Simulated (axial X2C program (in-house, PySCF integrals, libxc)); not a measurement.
# Working with the constants of NaP⁺

A bond curve at the CCSD(T) level, with spin–orbit coupling, was computed with an in-house all-electron X2C program for linear molecules (integrals from PySCF) (basis P dyall-v3z [8s7p2d1f], Na dyall-cv3z [9s8p5d2f] (cores contracted in-house)) for the state Ω = 3/2 (⟨Sz⟩ = 1.50, ⟨Lz⟩ = 0.00 at HF). Its fit gives Re = 3.0518 Å, ωe = 128.7 cm⁻¹, ωexe = 2.29 cm⁻¹ and αe = 2.670e-03 cm⁻¹; the masses are 30.9738 and 22.9898 u. Two-component means X2C with spin–orbit coupling and atomic mean-field Coulomb and Gaunt terms.

Correlated methods: 13 electrons correlated (number of frozen shells: P 2 s, 1 p; Na 1 s), 191 virtual spin orbitals or spinors in MP2, 90 natural virtuals in coupled cluster.

(1) Find the reduced mass, Be and the force constant.

(2) A Morse curve ties αe to the other constants (Pekeris). How well does that hold?

(3) Estimate De from a Morse curve and compare with the computed well depth of 0.228 eV to P + Na+.

(4) Where do the fundamental and the first overtone lie?

(5) Estimate the centrifugal constant by the Kratzer relation.

Occupations by symmetry block were frozen at the best pattern of an incomplete PBE0 search. Dissociation energies refer to the lowest single-determinant-based atoms at the same level and basis. Coupled cluster ran in a truncated set of natural virtual spinors; the MP2 energy of the rest was added. (T) has no such correction and the atoms are truncated less, which lowers De at CCSD(T) by a hundredth of an eV or more. With several unpaired electrons one determinant need not be a pure state. This is the top spin component of a Σ state; components of lower Ω are not single determinants and can lie lower. The bond is weak, and without diffuse functions and with truncated virtuals even CCSD(T) can be tens of per cent off in De.

Results:

(1) From the CCSD(T) values: μ = 13.1956 u. Be = 16.8576/(μ Re²) = 0.1372 cm⁻¹. k = 5.8918×10⁻⁷ μ ωe² = 0.129 mdyn/Å.

(2) αe(Morse) = 6Be²/ωe × (√(ωexe/Be) − 1) = 2.707e-03 cm⁻¹; the CCSD(T) curve gives 2.670e-03 cm⁻¹, a ratio of 1.01.

(3) De(Morse) = ωe²/(4ωexe) = 0.224 eV against 0.228 eV computed, a ratio of 0.98. For De the Morse form works well here.

(4) ν(1←0) = ωe − 2ωexe = 124.1 cm⁻¹; ν(2←0) = 2ωe − 6ωexe = 243.7 cm⁻¹.

(5) D = 4Be³/ωe² = 6.23e-07 cm⁻¹.
